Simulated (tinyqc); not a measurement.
UKS/LDA (PW92) in the sto-6g basis, for H2O+, spin multiplicity 2, step by step (part 1 of 2). Computed by tinyqc, a small Python program that keeps every step (integrals from PySCF). Settings: charge = 1, multiplicity = 2, basis = sto-6g, energy threshold = 1e-09, iteration cap = 65, orthogonalisation = symmetric, start = random, DIIS depth = 0, method = UKS, functional = lda,pw, grid = [15, 50]. Command: `OMP_NUM_THREADS=1 python tinyqc.py 25923 25924 out.jsonl` (the two numbers bound the seeds that draw the settings). One thread of a shared host (Intel(R) Xeon(R) Processor @ 2.60GHz), about 4 s of CPU time with the checks. Later iterations appear only in the table of the cycle.

## One-electron integrals

Geometry (angstrom):

| atom | x | y | z |
|---|---|---|---|
| O | 0.000000 | 0.000000 | 0.000000 |
| H | 0.000000 | 0.891000 | 0.819000 |
| H | 0.000000 | -0.891000 | 0.819000 |

Basis sto-6g: exponents (1/bohr^2) and contraction coefficients of normalised primitives:

| element | l (shell) | exponent | coefficient |
|---|---|---|---|
| O | s (1) | 1355.584234 | 0.009164 |
| O | s (1) | 248.544885 | 0.049361 |
| O | s (1) | 69.533902 | 0.168538 |
| O | s (1) | 23.886772 | 0.370563 |
| O | s (1) | 9.275933 | 0.416492 |
| O | s (1) | 3.820341 | 0.130334 |
| O | s (2) | 52.187762 | -0.013253 |
| O | s (2) | 10.329320 | -0.046992 |
| O | s (2) | 3.210345 | -0.033785 |
| O | s (2) | 1.235135 | 0.250242 |
| O | s (2) | 0.536420 | 0.595117 |
| O | s (2) | 0.245881 | 0.240706 |
| O | p (3) | 52.187762 | 0.003760 |
| O | p (3) | 10.329320 | 0.037679 |
| O | p (3) | 3.210345 | 0.173897 |
| O | p (3) | 1.235135 | 0.418036 |
| O | p (3) | 0.536420 | 0.425860 |
| O | p (3) | 0.245881 | 0.101708 |
| H | s (1) | 35.523221 | 0.009164 |
| H | s (1) | 6.513144 | 0.049361 |
| H | s (1) | 1.822143 | 0.168538 |
| H | s (1) | 0.625955 | 0.370563 |
| H | s (1) | 0.243077 | 0.416492 |
| H | s (1) | 0.100112 | 0.130334 |

Overlap, kinetic and nuclear-attraction integrals over the contracted functions; the nuclear repulsion is the sum of Za Zb / Rab.

nuclear repulsion = 7.29304668 hartree

overlap S, lower triangle:
```
           1O 1s     1O 2s    1O 2px     1O 2py    1O 2pz     2H 1s     3H 1s
1O 1s   1.000000
1O 2s   0.231145  1.000000
1O 2px  0.000000  0.000000  1.000000
1O 2py  0.000000  0.000000  0.000000   1.000000
1O 2pz  0.000000  0.000000  0.000000   0.000000  1.000000
2H 1s   0.030927  0.327789  0.000000   0.219435  0.201703  1.000000
3H 1s   0.030927  0.327789  0.000000  -0.219435  0.201703  0.168824  1.000000
```

kinetic energy T (hartree), lower triangle:
```
            1O 1s     1O 2s    1O 2px     1O 2py    1O 2pz      2H 1s     3H 1s
1O 1s   29.327197
1O 2s   -0.896024  0.842618
1O 2px   0.000000  0.000000  2.531309
1O 2py   0.000000  0.000000  0.000000   2.531309
1O 2pz   0.000000  0.000000  0.000000   0.000000  2.531309
2H 1s   -0.006533  0.037754  0.000000   0.094541  0.086901   0.768522
3H 1s   -0.006533  0.037754  0.000000  -0.094541  0.086901  -0.007481  0.768522
```

nuclear attraction V (hartree), lower triangle:
```
             1O 1s      1O 2s     1O 2px     1O 2py     1O 2pz      2H 1s      3H 1s
1O 1s   -62.132826
1O 2s    -6.353420  -9.872463
1O 2px    0.000000   0.000000  -9.825067
1O 2py    0.000000   0.000000   0.000000  -9.901488
1O 2pz   -0.013906  -0.163143   0.000000   0.000000  -9.889636
2H 1s    -0.970036  -2.421244   0.000000  -1.423577  -1.350404  -4.988006
3H 1s    -0.970036  -2.421244   0.000000   1.423577  -1.350404  -0.910421  -4.988006
```

core Hamiltonian H = T + V (hartree), lower triangle:
```
             1O 1s      1O 2s     1O 2px     1O 2py     1O 2pz      2H 1s      3H 1s
1O 1s   -32.805629
1O 2s    -7.249444  -9.029844
1O 2px    0.000000   0.000000  -7.293759
1O 2py    0.000000   0.000000   0.000000  -7.370179
1O 2pz   -0.013906  -0.163143   0.000000   0.000000  -7.358328
2H 1s    -0.976569  -2.383490   0.000000  -1.329037  -1.263503  -4.219484
3H 1s    -0.976569  -2.383490   0.000000   1.329037  -1.263503  -0.917903  -4.219484
```

## Two-electron integrals

Functions are numbered as in S; the eight-fold symmetry (ij|kl) = (ji|kl) = (kl|ij) leaves the list below.

Two-electron integrals (ij|kl) in chemists' order, unique and non-zero (hartree):
```
(11|11) 4.787491    (21|11) 0.675884    (21|21) 0.121505    (22|11) 1.117379
(22|21) 0.249212    (22|22) 0.817383    (31|31) 0.025762    (32|31) 0.039145
(32|32) 0.180664    (33|11) 1.117381    (33|21) 0.249212    (33|22) 0.817382
(33|33) 0.880663    (41|41) 0.025762    (42|41) 0.039145    (42|42) 0.180664
(43|43) 0.047461    (44|11) 1.117381    (44|21) 0.249212    (44|22) 0.817382
(44|33) 0.785741    (44|44) 0.880663    (51|51) 0.025762    (52|51) 0.039145
(52|52) 0.180664    (53|53) 0.047461    (54|54) 0.047461    (55|11) 1.117381
(55|21) 0.249212    (55|22) 0.817382    (55|33) 0.785741    (55|44) 0.785741
(55|55) 0.880663    (61|11) 0.096133    (61|21) 0.016580    (61|22) 0.033314
(61|33) 0.033244    (61|41) 0.000599    (61|42) 0.001177    (61|44) 0.033358
(61|51) 0.000551    (61|52) 0.001082    (61|54) 0.000105    (61|55) 0.033340
(61|61) 0.002306    (62|11) 0.256301    (62|21) 0.058074    (62|22) 0.213799
(62|33) 0.210119    (62|41) 0.003440    (62|42) 0.026408    (62|44) 0.216104
(62|51) 0.003162    (62|52) 0.024274    (62|54) 0.005501    (62|55) 0.215175
(62|61) 0.007985    (62|62) 0.072626    (63|31) 0.006146    (63|32) 0.035589
(63|43) 0.005330    (63|53) 0.004899    (63|63) 0.009719    (64|11) 0.144303
(64|21) 0.033132    (64|22) 0.130000    (64|33) 0.124347    (64|41) 0.007815
(64|42) 0.050359    (64|44) 0.138420    (64|51) 0.001534    (64|52) 0.013577
(64|54) 0.008037    (64|55) 0.127232    (64|61) 0.004741    (64|62) 0.053649
(64|64) 0.048828    (65|11) 0.132642    (65|21) 0.030455    (65|22) 0.119495
(65|33) 0.114299    (65|41) 0.001534    (65|42) 0.013577    (65|44) 0.117437
(65|51) 0.007556    (65|52) 0.048069    (65|54) 0.008214    (65|55) 0.126748
(65|61) 0.004358    (65|62) 0.049314    (65|64) 0.035948    (65|65) 0.042762
(66|11) 0.431252    (66|21) 0.099513    (66|22) 0.420968    (66|33) 0.405374
(66|41) 0.006889    (66|42) 0.074203    (66|44) 0.430730    (66|51) 0.006332
(66|52) 0.068207    (66|54) 0.023308    (66|55) 0.426798    (66|61) 0.013779
(66|62) 0.190318    (66|64) 0.159950    (66|65) 0.147025    (66|66) 0.774999
(71|11) 0.096133    (71|21) 0.016580    (71|22) 0.033314    (71|33) 0.033244
(71|41) -0.000599   (71|42) -0.001177   (71|44) 0.033358    (71|51) 0.000551
(71|52) 0.001082    (71|54) -0.000105   (71|55) 0.033340    (71|61) 0.002275
(71|62) 0.007745    (71|64) 0.004225    (71|65) 0.004232    (71|66) 0.013265
(71|71) 0.002306    (72|11) 0.256301    (72|21) 0.058074    (72|22) 0.213799
(72|33) 0.210119    (72|41) -0.003440   (72|42) -0.026408   (72|44) 0.216104
(72|51) 0.003162    (72|52) 0.024274    (72|54) -0.005501   (72|55) 0.215175
(72|61) 0.007745    (72|62) 0.058362    (72|64) 0.030013    (72|65) 0.038626
(72|66) 0.123710    (72|71) 0.007985    (72|72) 0.072626    (73|31) 0.006146
(73|32) 0.035589    (73|43) -0.005330   (73|53) 0.004899    (73|63) 0.007547
(73|73) 0.009719    (74|11) -0.144303   (74|21) -0.033132   (74|22) -0.130000
(74|33) -0.124347   (74|41) 0.007815    (74|42) 0.050359    (74|44) -0.138420
(74|51) -0.001534   (74|52) -0.013577   (74|54) 0.008037    (74|55) -0.127232
(74|61) -0.004225   (74|62) -0.030013   (74|64) -0.008381   (74|65) -0.019480
(74|66) -0.058471   (74|71) -0.004741   (74|72) -0.053649   (74|74) 0.048828
(75|11) 0.132642    (75|21) 0.030455    (75|22) 0.119495    (75|33) 0.114299
(75|41) -0.001534   (75|42) -0.013577   (75|44) 0.117437    (75|51) 0.007556
(75|52) 0.048069    (75|54) -0.008214   (75|55) 0.126748    (75|61) 0.004232
(75|62) 0.038626    (75|64) 0.019480    (75|65) 0.032661    (75|66) 0.089042
(75|71) 0.004358    (75|72) 0.049314    (75|74) -0.035948   (75|75) 0.042762
(76|11) 0.088923    (76|21) 0.020400    (76|22) 0.082576    (76|33) 0.080481
(76|44) 0.081780    (76|51) 0.001648    (76|52) 0.015552    (76|55) 0.085466
(76|61) 0.002781    (76|62) 0.028971    (76|64) 0.018609    (76|65) 0.022118
(76|66) 0.083366    (76|71) 0.002781    (76|72) 0.028971    (76|74) -0.018609
(76|75) 0.022118    (76|76) 0.015167    (77|11) 0.431252    (77|21) 0.099513
(77|22) 0.420968    (77|33) 0.405374    (77|41) -0.006889   (77|42) -0.074203
(77|44) 0.430730    (77|51) 0.006332    (77|52) 0.068207    (77|54) -0.023308
(77|55) 0.426798    (77|61) 0.013265    (77|62) 0.123710    (77|64) 0.058471
(77|65) 0.089042    (77|66) 0.294717    (77|71) 0.013779    (77|72) 0.190318
(77|74) -0.159950   (77|75) 0.147025    (77|76) 0.083366    (77|77) 0.774999
```

## Orthogonalisation

S = U s U^T; symmetric (Loewdin) form X = U s^(-1/2) U^T, so that X^T S X = 1.

eigenvalues of S: 0.500827  0.593984  0.882514  1.000000  1.109692  1.237192  1.675791

X, lower triangle:
```
            1O 1s      1O 2s    1O 2px     1O 2py     1O 2pz      2H 1s     3H 1s
1O 1s    1.021993
1O 2s   -0.129060   1.112422
1O 2px   0.000000   0.000000  1.000000
1O 2py   0.000000   0.000000  0.000000   1.045987
1O 2pz  -0.005669   0.055110  0.000000   0.000000   1.033171
2H 1s    0.015064  -0.178267  0.000000  -0.135941  -0.107697   1.091147
3H 1s    0.015064  -0.178267  0.000000   0.135941  -0.107697  -0.059428  1.091147
```

## Starting guess

The start is random orthonormal orbitals; D(s) = C_occ C_occ^T for each spin.

D(alpha) at the start, lower triangle:
```
            1O 1s      1O 2s     1O 2px     1O 2py     1O 2pz     2H 1s     3H 1s
1O 1s    0.683452
1O 2s   -0.158750   1.085885
1O 2px   0.086365   0.180631   0.757421
1O 2py   0.024481   0.082584  -0.102290   1.087504
1O 2pz  -0.493780   0.256941   0.164512   0.055173   0.490690
2H 1s    0.085830  -0.587122   0.192532  -0.213987  -0.244137  1.074726
3H 1s   -0.013784   0.009271  -0.387461   0.128131  -0.214875  0.262232  0.514853
```

D(beta) at the start, lower triangle:
```
            1O 1s      1O 2s     1O 2px     1O 2py     1O 2pz      2H 1s     3H 1s
1O 1s    0.673031
1O 2s   -0.214265   0.790125
1O 2px   0.068169   0.083690   0.725647
1O 2py   0.032893   0.127404  -0.087600   1.080713
1O 2pz  -0.513078   0.154135   0.130815   0.070752   0.454954
2H 1s    0.177533  -0.098569   0.352664  -0.288022  -0.074316   0.267708
3H 1s    0.035336   0.270962  -0.301687   0.088474  -0.123911  -0.170044  0.283306
```

## Iteration 1: exchange-correlation on the grid

Becke grid with 15 radial and 50 angular points per atom, points of zero weight dropped. rho = sum D_ij phi_i phi_j; V_xc,ij = sum w v_xc phi_i phi_j; v_xc is d(rho eps)/d rho(s) for spin s.

The 16 grid points with the largest w rho, of 2236 (bohr, atomic units):

| x | y | z | w | rho(alpha) | rho(beta) | eps_xc | v_xc(alpha) |
|---|---|---|---|---|---|---|---|
| 0.636396 | -0.636396 | 0.000000 | 0.082655 | 0.357392 | 0.316489 | -0.715927 | -0.953879 |
| 0.636396 | 0.636396 | 0.000000 | 0.082655 | 0.339576 | 0.324160 | -0.712157 | -0.940503 |
| 0.636396 | 0.000000 | 0.636396 | 0.082692 | 0.342927 | 0.300847 | -0.705829 | -0.941262 |
| 0.519615 | 0.519615 | 0.519615 | 0.075871 | 0.354766 | 0.336348 | -0.721245 | -0.953408 |
| 0.271360 | 0.814081 | 0.271360 | 0.071785 | 0.365902 | 0.361288 | -0.732747 | -0.963843 |
| -0.636396 | 0.636396 | 0.000000 | 0.082655 | 0.308499 | 0.308481 | -0.696003 | -0.913664 |
| 0.814081 | 0.271360 | 0.271360 | 0.074010 | 0.354157 | 0.318700 | -0.715476 | -0.951545 |
| 0.814081 | -0.271360 | 0.271360 | 0.074010 | 0.359893 | 0.309977 | -0.714817 | -0.955290 |
| 0.519615 | -0.519615 | 0.519615 | 0.075871 | 0.345598 | 0.300676 | -0.706753 | -0.943367 |
| 0.929964 | -0.929964 | 0.000000 | 0.223872 | 0.113680 | 0.103901 | -0.503436 | -0.665979 |
| -0.271360 | 0.814081 | -0.271360 | 0.073937 | 0.329035 | 0.329029 | -0.710181 | -0.932416 |
| -0.271360 | 0.814081 | 0.271360 | 0.071785 | 0.338539 | 0.338364 | -0.716483 | -0.940813 |
| 0.929964 | 0.929964 | 0.000000 | 0.223872 | 0.109337 | 0.107538 | -0.502776 | -0.659627 |
| 0.271360 | -0.814081 | 0.271360 | 0.071785 | 0.353727 | 0.321165 | -0.716099 | -0.951407 |
| 0.000000 | 0.636396 | 0.636396 | 0.077735 | 0.307481 | 0.304193 | -0.694129 | -0.912430 |
| 0.271360 | -0.814081 | -0.271360 | 0.073937 | 0.332155 | 0.308977 | -0.704569 | -0.933295 |

electrons on the grid, sum of w rho = 8.997237

E_xc = sum of w rho eps_xc = -6.70851262 hartree

V_xc(alpha) (hartree), lower triangle:
```
            1O 1s      1O 2s     1O 2px     1O 2py     1O 2pz      2H 1s      3H 1s
1O 1s   -2.561533
1O 2s   -0.343659  -0.772351
1O 2px  -0.009279  -0.022945  -0.770801
1O 2py  -0.003226  -0.005179   0.003829  -0.801201
1O 2pz   0.018634  -0.012845  -0.013555  -0.003293  -0.745056
2H 1s   -0.049561  -0.200318  -0.005291  -0.127667  -0.116732  -0.504802
3H 1s   -0.049373  -0.195397  -0.004162   0.120441  -0.111208  -0.074237  -0.440201
```

V_xc(beta) (hartree), lower triangle:
```
            1O 1s      1O 2s     1O 2px     1O 2py     1O 2pz      2H 1s      3H 1s
1O 1s   -2.538932
1O 2s   -0.337967  -0.759691
1O 2px  -0.007119  -0.017084  -0.758786
1O 2py  -0.004711  -0.006586   0.002407  -0.788823
1O 2pz   0.021949  -0.005670  -0.013331  -0.002249  -0.731469
2H 1s   -0.048795  -0.186969  -0.005231  -0.114191  -0.102839  -0.389470
3H 1s   -0.048515  -0.189615  -0.003315   0.116710  -0.105451  -0.066706  -0.403564
```

## Iteration 1: building the Kohn-Sham matrix

J_ij = sum D_kl (ij|kl) with D = D(alpha) + D(beta); F = H + J + V_xc; E = tr D H + tr D J / 2 + E_xc + E_nn.

Coulomb J (hartree), lower triangle:
```
            1O 1s     1O 2s     1O 2px     1O 2py    1O 2pz     2H 1s     3H 1s
1O 1s   13.627377
1O 2s    2.530796  7.038693
1O 2px   0.026886  0.097359   7.018149
1O 2py   0.012390  0.042114  -0.004868   7.108564
1O 2pz  -0.020224  0.116812   0.026623   0.009808  6.989360
2H 1s    0.346126  1.888326   0.021779   1.173909  1.092749  4.087602
3H 1s    0.345405  1.866828   0.020464  -1.138365  1.074875  0.750805  3.934544
```

F(alpha) (hartree), lower triangle:
```
             1O 1s      1O 2s     1O 2px     1O 2py     1O 2pz      2H 1s      3H 1s
1O 1s   -21.739785
1O 2s    -5.062307  -2.763502
1O 2px    0.017607   0.074414  -1.046411
1O 2py    0.009165   0.036935  -0.001039  -1.062817
1O 2pz   -0.015495  -0.059176   0.013068   0.006516  -1.114023
2H 1s    -0.680005  -0.695482   0.016488  -0.282795  -0.287485  -0.636684
3H 1s    -0.680537  -0.712059   0.016302   0.311112  -0.299837  -0.241335  -0.725141
```

F(beta) (hartree), lower triangle:
```
             1O 1s      1O 2s     1O 2px     1O 2py     1O 2pz      2H 1s      3H 1s
1O 1s   -21.717184
1O 2s    -5.056615  -2.750842
1O 2px    0.019768   0.080275  -1.034395
1O 2py    0.007679   0.035528  -0.002461  -1.050439
1O 2pz   -0.012181  -0.052002   0.013292   0.007560  -1.100437
2H 1s    -0.679239  -0.682133   0.016548  -0.269319  -0.273592  -0.521352
3H 1s    -0.679679  -0.706277   0.017149   0.307381  -0.294079  -0.233804  -0.688504
```

total energy of this density = -60.16948320 hartree

## Iteration 1: diagonalisation and new density

Diagonalise F' = X^T F X, C = X C', fill 5 alpha and 4 beta electrons from the bottom; D(s) = C_occ C_occ^T. Each column has its largest component positive (the first on a tie).

F' = X^T F X (alpha) (hartree), lower triangle:
```
            1          2          3          4          5          6          7
1  -21.453835
2   -2.376711  -1.890154
3    0.008810   0.075383  -1.046411
4    0.005264   0.036388  -0.001112  -1.010163
5   -0.022517  -0.008526   0.013971   0.005363  -1.077286
6   -0.098631  -0.216423   0.002756  -0.146294  -0.121957  -0.440715
7   -0.096891  -0.210626   0.002259   0.150656  -0.125186  -0.050850  -0.531821
```

orbital energies (alpha) (hartree): MO1 -21.739896, MO2 -1.690384, MO3 -1.117434, MO4 -1.076470, MO5 -1.037989, MO6 -0.445173, MO7 -0.343039

coefficients C (alpha):
```
              MO1        MO2        MO3        MO4        MO5        MO6        MO7
1O 1s    0.999502  -0.236383   0.034009  -0.008324  -0.023631   0.061213   0.034626
1O 2s    0.002254   1.013295  -0.171724   0.037076   0.098487  -0.438806  -0.246672
1O 2px  -0.000858  -0.112827  -0.042391  -0.103890   0.986879  -0.025117  -0.010885
1O 2py  -0.000494  -0.056293  -0.097272   0.923343   0.088180   0.253396  -0.440307
1O 2pz   0.000925   0.100778   0.946610   0.113734   0.052679  -0.370332  -0.186078
2H 1s   -0.000311  -0.003754   0.056233   0.119952   0.033371   0.269206   1.079383
3H 1s   -0.000532   0.006271   0.109937  -0.122322   0.015440   1.051296  -0.351664
```

F' = X^T F X (beta) (hartree), lower triangle:
```
            1          2          3          4          5          6          7
1  -21.431537
2   -2.374805  -1.877462
3    0.010274   0.081474  -1.034395
4    0.004004   0.033896  -0.002492  -0.998984
5   -0.019802  -0.002196   0.014416   0.005274  -1.064630
6   -0.098347  -0.225212   0.001927  -0.147926  -0.122365  -0.315547
7   -0.097012  -0.214319   0.001950   0.152615  -0.126005  -0.054126  -0.492150
```

orbital energies (beta) (hartree): MO1 -21.717290, MO2 -1.678564, MO3 -1.104354, MO4 -1.059651, MO5 -1.024725, MO6 -0.402751, MO7 -0.227371

coefficients C (beta):
```
              MO1        MO2        MO3        MO4        MO5        MO6        MO7
1O 1s    0.999512  -0.236800   0.031216  -0.007918  -0.025451   0.056904   0.039897
1O 2s    0.002204   1.016377  -0.156348   0.037284   0.106988  -0.408591  -0.288928
1O 2px  -0.000964  -0.121319  -0.049342  -0.099965   0.985935  -0.025175  -0.012290
1O 2py  -0.000415  -0.053831  -0.152344   0.928408   0.082804   0.300716  -0.381726
1O 2pz   0.000749   0.090806   0.943798   0.177963   0.065185  -0.338953  -0.209520
2H 1s   -0.000291  -0.011493   0.034330   0.088913   0.026830   0.145490   1.106849
3H 1s   -0.000476   0.005344   0.110674  -0.108697   0.019991   1.085258  -0.232252
```

D(alpha) after iteration 1, lower triangle:
```
            1O 1s      1O 2s     1O 2px     1O 2py    1O 2pz      2H 1s     3H 1s
1O 1s    1.056666
1O 2s   -0.245749   1.067336
1O 2px   0.001914  -0.013707   0.999251
1O 2py  -0.000265   0.002580   0.001572   0.872969
1O 2pz   0.007104  -0.051031  -0.011327   0.011909  0.921937
2H 1s    0.000701  -0.005727   0.018511   0.108441  0.068252   0.018678
3H 1s    0.002379  -0.015540   0.022578  -0.122630  0.091600  -0.007999  0.027327
```

D(beta) after iteration 1, lower triangle:
```
            1O 1s      1O 2s     1O 2px     1O 2py    1O 2pz      2H 1s     3H 1s
1O 1s    1.056135
1O 2s   -0.243650   1.058861
1O 2px   0.027016  -0.119320   0.027147
1O 2py   0.000225   0.003720  -0.078760   0.888047
1O 2pz   0.007298  -0.048631  -0.075376   0.016552  0.930671
2H 1s    0.002799  -0.013734  -0.009188   0.077936  0.047180   0.009216
3H 1s    0.002575  -0.015925   0.004757  -0.118063  0.085594  -0.005926  0.024092
```
